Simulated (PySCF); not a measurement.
# HNO (SMILES N=O) at SVWN5/def2-SVP (max memory mb 1860, preoptimised minimum)

We compute an optimisation with harmonic vibrations of HNO. The job is set up through a Python script.

Program for the calculation: PySCF 2.14.0.

## (1) The molecule

The species is HNO (3 atoms), typed as a singlet with charge 0. As SMILES, `N=O`. The shape is that of a GFN2-xTB symmetrised optimisation. The run starts from this shape.

Bond lengths: N1–O2 1.201 Å, N1–H3 1.062 Å. Angles: O2–N1–H3 112.4°.

## (2) An optimisation with harmonic vibrations at SVWN5/def2-SVP (max memory mb 1860, preoptimised minimum)

mol.xyz reads:

```xyz
3
HNO
N     -0.531800    -0.029419    -0.291998
O      0.512720     0.091391     0.288932
H     -0.748500    -1.041879    -0.528598
```

input.py reads:

```python
# nitroxyl
from pyscf import gto, dft, symm
from pyscf.hessian import thermo
from pyscf.geomopt.geometric_solver import kernel as optimise

system = gto.M(
    atom='mol.xyz',
    spin=0,
    max_memory=1860,
    verbose=3,
    basis='def2-svp',
)

myscf = dft.RKS(system, xc='svwn')
myscf.conv_tol = 1e-10
myscf.grids.level = 4
converged, mol_eq = optimise(myscf, maxsteps=80)
print('converged:', converged)
print(mol_eq.tostring())

myscf.reset(mol_eq)
system = mol_eq
myscf.kernel()
e_tot = myscf.e_tot
print('E(%s) = %.9f' % ('SVWN5', e_tot))
hess = myscf.Hessian().kernel()
modes = thermo.harmonic_analysis(system, hess)
thermo.dump_normal_mode(system, modes)
symm.geom.TOLERANCE = 1e-3  # for the symmetry number
th = thermo.thermo(myscf, modes['freq_au'], 298.15, 101325)
thermo.dump_thermo(system, th)
```

Command:

```
$ OMP_NUM_THREADS=1 python input.py
```

The log of the run:

```text
maxiter                   80
----------------------------------------------------------
Custom engine selected.
Bonds will be generated from interatomic distances less than 1.20 times sum of covalent radii
9 internal coordinates being used (instead of 9 Cartesians)
Internal coordinate system (atoms numbered from 1):
Distance 1-2
Distance 1-3
Angle 2-1-3
Translation-X 1-3
Translation-Y 1-3
Translation-Z 1-3
Rotation-A 1-3
Rotation-B 1-3
Rotation-C 1-3
> ===== Optimization Info: ====
> Job type: Energy minimization
> Maximum number of optimization cycles: 80
> Initial / maximum trust radius (Angstrom): 0.100 / 0.300
> Convergence Criteria:
> Will converge when all 5 criteria are reached:
>  |Delta-E| < 1.00e-06
>  RMS-Grad  < 3.00e-04
>  Max-Grad  < 4.50e-04
>  RMS-Disp  < 1.20e-03
>  Max-Disp  < 1.80e-03
> === End Optimization Info ===

Geometry optimization cycle 1
Cartesian coordinates (Angstrom)
 Atom        New coordinates             dX        dY        dZ
   N  -0.531800  -0.029419  -0.291998    0.000000  0.000000  0.000000
   O   0.512720   0.091391   0.288932    0.000000  0.000000  0.000000
   H  -0.748500  -1.041879  -0.528598    0.000000  0.000000  0.000000

WARN: Mole.unit (angstrom) is changed to Bohr

converged SCF energy = -129.389390126098
--------------- RKS_Scanner gradients ---------------
         x                y                z
0 N    -0.0057994282    -0.0284942510    -0.0064958298
1 O     0.0100884558     0.0093036507     0.0065622810
2 H    -0.0042827747     0.0191946221    -0.0000671875
----------------------------------------------
cycle 1: E = -129.389390126  dE = -129.389  norm(grad) = 0.0388063
Step    0 : Gradient = 2.240e-02/2.980e-02 (rms/max) Energy = -129.3893901261
Hessian Eigenvalues: 5.00000e-02 5.00000e-02 5.00000e-02 ... 1.60000e-01 3.82493e-01 1.04178e+00

Geometry optimization cycle 2
Cartesian coordinates (Angstrom)
 Atom        New coordinates             dX        dY        dZ
   N  -0.548729   0.006504  -0.296924   -0.016929  0.035923 -0.004926
   O   0.497816   0.058295   0.277082   -0.014904 -0.033096 -0.011850
   H  -0.716866  -1.044833  -0.511798    0.031634 -0.002954  0.016800
converged SCF energy = -129.389944009241
--------------- RKS_Scanner gradients ---------------
         x                y                z
0 N    -0.0049709462     0.0065210591    -0.0019300300
1 O    -0.0036944382    -0.0085672357    -0.0030116867
2 H     0.0086660173     0.0020401225     0.0049421052
----------------------------------------------
cycle 2: E = -129.389944009  dE = -0.000553883  norm(grad) = 0.0164549
Step    1 : Displace = 3.808e-02/4.003e-02 (rms/max) Trust = 1.000e-01 (=) Grad = 9.500e-03/1.018e-02 (rms/max) E (change) = -129.3899440092 (-5.539e-04) Quality = 0.362
Hessian Eigenvalues: 5.00000e-02 5.00000e-02 5.00000e-02 ... 3.10751e-01 3.24128e-01 1.05561e+00

Geometry optimization cycle 3
Cartesian coordinates (Angstrom)
 Atom        New coordinates             dX        dY        dZ
   N  -0.537361  -0.004443  -0.292044    0.011367 -0.010947  0.004880
   O   0.506894   0.077597   0.284279    0.009078  0.019302  0.007198
   H  -0.737346  -1.053087  -0.523880   -0.020480 -0.008254 -0.012082
converged SCF energy = -129.390536359705
--------------- RKS_Scanner gradients ---------------
         x                y                z
0 N    -0.0031107866    -0.0019539878    -0.0019169573
1 O     0.0026509647     0.0000922453     0.0014461683
2 H     0.0004653271     0.0018579523     0.0004705581
----------------------------------------------
cycle 3: E = -129.39053636  dE = -0.00059235  norm(grad) = 0.00549429
Step    2 : Displace = 2.170e-02/2.505e-02 (rms/max) Trust = 1.000e-01 (=) Grad = 3.172e-03/4.144e-03 (rms/max) E (change) = -129.3905363597 (-5.924e-04) Quality = 1.020
Hessian Eigenvalues: 4.99999e-02 5.00000e-02 5.00000e-02 ... 2.81170e-01 3.33515e-01 1.10122e+00

Geometry optimization cycle 4
Cartesian coordinates (Angstrom)
 Atom        New coordinates             dX        dY        dZ
   N  -0.536033  -0.003468  -0.291189    0.001328  0.000975  0.000856
   O   0.506717   0.078645   0.284386   -0.000177  0.001048  0.000106
   H  -0.738683  -1.054984  -0.524835   -0.001337 -0.001897 -0.000955
converged SCF energy = -129.390551569873
--------------- RKS_Scanner gradients ---------------
         x                y                z
0 N    -0.0009096285    -0.0006909014    -0.0005742519
1 O     0.0008495069     0.0001086459     0.0004706590
2 H     0.0000655871     0.0005784930     0.0001033610
----------------------------------------------
cycle 4: E = -129.39055157  dE = -1.52102e-05  norm(grad) = 0.0017144
Step    3 : Displace = 1.903e-03/2.511e-03 (rms/max) Trust = 1.414e-01 (+) Grad = 9.898e-04/1.278e-03 (rms/max) E (change) = -129.3905515699 (-1.521e-05) Quality = 1.288
Hessian Eigenvalues: 4.99863e-02 5.00000e-02 5.00000e-02 ... 2.29872e-01 3.25056e-01 9.79535e-01

Geometry optimization cycle 5
Cartesian coordinates (Angstrom)
 Atom        New coordinates             dX        dY        dZ
   N  -0.535687  -0.002866  -0.290901    0.000346  0.000602  0.000287
   O   0.506420   0.078967   0.284368   -0.000297  0.000321 -0.000017
   H  -0.738980  -1.055736  -0.525094   -0.000297 -0.000751 -0.000260
converged SCF energy = -129.39055309484
--------------- RKS_Scanner gradients ---------------
         x                y                z
0 N     0.0000060921    -0.0000217510     0.0000013706
1 O     0.0000019153     0.0000013996    -0.0000018944
2 H    -0.0000025958     0.0000165504     0.0000003020
----------------------------------------------
cycle 5: E = -129.390553095  dE = -1.52497e-06  norm(grad) = 2.83206e-05
Step    4 : Displace = 6.858e-04/8.479e-04 (rms/max) Trust = 2.000e-01 (+) Grad = 1.635e-05/2.263e-05 (rms/max) E (change) = -129.3905530948 (-1.525e-06) Quality = 1.007
Hessian Eigenvalues: 4.98675e-02 5.00000e-02 5.00000e-02 ... 2.27370e-01 3.23152e-01 9.84516e-01

Geometry optimization cycle 6
Cartesian coordinates (Angstrom)
 Atom        New coordinates             dX        dY        dZ
   N  -0.535770  -0.002833  -0.290922   -0.000083  0.000033 -0.000021
   O   0.506303   0.079084   0.284394   -0.000117  0.000117  0.000025
   H  -0.738955  -1.055763  -0.525092    0.000025 -0.000027  0.000003
converged SCF energy = -129.390553095322
--------------- RKS_Scanner gradients ---------------
         x                y                z
0 N     0.0000073727     0.0000000224     0.0000046684
1 O    -0.0000007506    -0.0000036530    -0.0000039537
2 H    -0.0000011994    -0.0000001607    -0.0000009324
----------------------------------------------
cycle 6: E = -129.390553095  dE = -4.81691e-10  norm(grad) = 1.03935e-05
Step    5 : Displace = 1.506e-05/2.054e-05 (rms/max) Trust = 2.828e-01 (+) Grad = 6.001e-06/8.726e-06 (rms/max) E (change) = -129.3905530953 (-4.817e-10) Quality = 0.271
Hessian Eigenvalues: 4.98675e-02 5.00000e-02 5.00000e-02 ... 2.27370e-01 3.23152e-01 9.84516e-01
Converged! =D

converged: True
N          -0.53577033       -0.00283304       -0.29092194
O           0.50630261        0.07908386        0.28439353
H          -0.73895506       -1.05576289       -0.52509156
converged SCF energy = -129.390553095458
E(SVWN5) = -129.390553095
Mode                                 0                   1                   2
Irrep
Freq [cm^-1]                     1497.4125           1717.4826           2574.1774
Reduced mass [au]                   1.1900             10.8906              1.0909
Force const [Dyne/A]                1.5721             18.9272              4.2592
Char temp [K]                    2154.4432           2471.0750           3703.6682
Normal mode                   x     y     z       x     y     z       x     y     z
       0   N                 0.06 -0.07  0.02   -0.16 -0.03 -0.09   -0.02  0.07 -0.00
       1   O                -0.00  0.05  0.01    0.15  0.02  0.08    0.02 -0.00  0.01
       2   H                -0.80  0.10 -0.42   -0.11  0.11 -0.05   -0.12 -0.93 -0.18
temperature 298.1500 [K]
pressure 101325.00 [Pa]
Rotational constants [GHz] 531.36495 43.19205 39.94510
Symmetry number 1
Zero-point energy (ZPE) 0.01319 [Eh]   34626.343 [J/mol]
                           tot       elec      trans        rot        vib
Entropy [J/mol/K]       220.738      0.000    151.579     69.089      0.070
Cv [J/mol/K]             25.409      0.000     12.472     12.472      0.465
Cp [J/mol/K]             33.723      0.000     20.786     12.472      0.465
Internal energy [J/mol]                      3718.434   3718.434  34644.675
Internal energy [Eh]   -129.37453  -129.39055
Enthalpy [J/mol]                             6197.391   3718.434  34644.675
Enthalpy [Eh]          -129.37358
Gibbs free energy [J/mol]                  -38995.911 -16880.506  34623.906
Gibbs free energy [Eh] -129.39865
```

It took 9.9 s on 1 thread of Arm Neoverse V2, shared host; peak memory 0.34 GiB.

## (3) Summary of results

Level: SVWN5/def2-SVP (max memory mb 1860, preoptimised minimum).

| quantity | value |
| --- | --- |
| total energy | -129.39055 Eh |
| dipole moment | 1.56 D |
| HOMO energy | -5.07 eV |
| LUMO energy | -4.19 eV |
| HOMO–LUMO gap | 0.88 eV |
| lowest harmonic wavenumber | 1497 cm⁻¹ |
| highest harmonic wavenumber | 2574 cm⁻¹ |
| zero-point energy | 34.6 kJ/mol |
| ideal-gas entropy at 298.15 K (symmetry number 1 as used) | 52.8 cal/(mol K) |

In words: At the final geometry: Bond lengths: N1–O2 1.193 Å, N1–H3 1.098 Å. Angles: O2–N1–H3 109.3°. All 3 modes are real, so the shape is a minimum at this level.
